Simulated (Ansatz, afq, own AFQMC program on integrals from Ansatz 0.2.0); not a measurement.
Integrals from Ansatz 0.2.0, then the random walk in our own AFQMC program (afq).

```yaml
crystal:
  periodic: [false, false, false]
  atoms:
    - {symbol: Si, position_ang: [0.000000, -0.150949, 1.114441]}
    - {symbol: O, position_ang: [0.000000, 0.194230, -2.075940]}
    - {symbol: H, position_ang: [0.000000, 1.122986, 1.899064]}
basis:
  gaussian: {orbitals: cc-pVDZ}
magnetization: {spin_polarized: true, initial_magnetization: 3}
correlation: {method: ccsd_t, electrons: outside_noble_gas, hamiltonian_folder: ham}
```

```sh
$ ansatz run in.yaml --threads 1 --pin off --events-out ev --progress --plain --max-ram 1382MiB
```

Options of the walk:

```
--method phaseless --trial cisd --walkers 60 --populations 1 --least-time 40 --time-step 0.005 --steps-per-block 50 --equilibration-blocks 40 --max-blocks 300 --target-error 0.0008 --factor-cut 1e-05 --start spin_pure --seed 6050 --release-times 0.24,0.51,0.99,1.62,2.4 --release-step 0.03 --release-every 4 --taylor-order 6
```

Times are imaginary, in 1/Eh. The walk had a cap of 766 s.

afq prints:

```
orbitals 31  electrons 7 4  factors 199 of 362
reference energy -364.22253594 Eh
CCSD correlation -0.20713044 Eh in 27 cycles, weight of the determinant in the CISD state 0.8918
energy of the start -364.427806 Eh
 block  time / (1/Eh)  mean weight  energy / Eh
     1     0.250  0.9980  -364.426833
     2     0.500  0.9998  -364.428216
     3     0.750  0.9998  -364.428824
     4     1.000  1.0016  -364.429191
     5     1.250  1.0023  -364.431971
     9     2.250  0.9988  -364.431278
    21     5.250  1.0017  -364.430654
    41    10.250  1.0011  -364.435362
    61    15.250  1.0015  -364.430043
    81    20.250  1.0002  -364.434527
   101    25.250  0.9979  -364.434511
   121    30.250  0.9996  -364.435070
   141    35.250  0.9988  -364.434252
   161    40.250  0.9995  -364.429164
   181    45.250  0.9968  -364.429448
   186    46.500  1.0004  -364.428161
   191    47.750  1.0000  -364.437511
   196    49.000  1.0005  -364.430458
blocks merged  error / Eh  count
     1  0.000203  160
     2  0.000246  80
     4  0.000301  40
     8  0.000341  20
    16  0.000412  10
released: time / (1/Eh)  energy / Eh  error  mean overlap
  0.24  -364.432450  0.000349  1.0000
  0.51  -364.432253  0.000335  1.0070
  0.99  -364.432421  0.000474  0.9957
  1.62  -364.432589  0.000455  1.0080
  2.40  -364.433163  0.000637  0.9945
energy -364.431881 +/- 0.000341 Eh
(rows thinned)
```

The run passed its tests (sampling time, drift between the halves within three errors, error under three times the target), which doesn't prove that it has relaxed.

Against this walk (error 9.3 meV) on the same determinant: CCSD(T) 11.0 meV lower (within the noise), CCSDT(Q) 36.7 meV lower. The error is statistical and leaves out the bias of the constraint. Released to 2.40 1/Eh the energy moves by -35 ± 20 meV (both errors), within twice the noise. CCSDT(Q) is the surest value here, so the walk's 37 meV above it is most likely the bias of the constraint with this trial, which can have either sign.

Cautions: constraint bias not in the error; lower spins were not checked.

The walk took 99 s on 1 thread of AMD EPYC 9R14 (Zen 4), on a shared host. The log's last line is the phaseless energy.

CCSDT and higher add their correlation energy to the determinant of the CCSD(T) run, since their own runs factorise the integrals more tightly (a shift of under 2 meV). A walk keeps the symmetry of its determinant, which the program's search chose and which needn't be the lowest solution, so a lower state of the same spin and another symmetry isn't excluded.
